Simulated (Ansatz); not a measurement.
Rh (fcc, Cu type): values from a third-order Birch-Murnaghan fit to a volume scan beside measured ones. Computed values: PBE (plane waves to 420 eV, PAW, scalar-relativistic; Ansatz, a quantum-chemistry and plane-wave program). Rh is run without spin polarisation. Rh was relaxed with its symmetry unable to fall. The PAW data are Ansatz's earlier set.

```
quantity                reference                                       kind    PBE  difference
----------------------  ---------  -----------------------------------------  -----  ----------
Lattice constant a (Å)      3.794  measured, corrected to the static lattice  3.830      +1.0 %
Bulk modulus B₀ (GPa)         271  measured, corrected to the static lattice    256      -5.5 %
```

PBE overestimates the lattice constant a by 1.0 %. For the bulk modulus B₀ it lies within 6.5 % of the reference.

References as given in: Daniel Mejia-Rodriguez, S. B. Trickey, Physical Review B (2018), arXiv:1807.09216; H. Levämäki, M. P. J. Punkkinen, K. Kokko et al., Physical Review B (2014), arXiv:1402.3671.

(Under strain, the slope of the energy per volume gives the stress and its curvature an elastic modulus.)
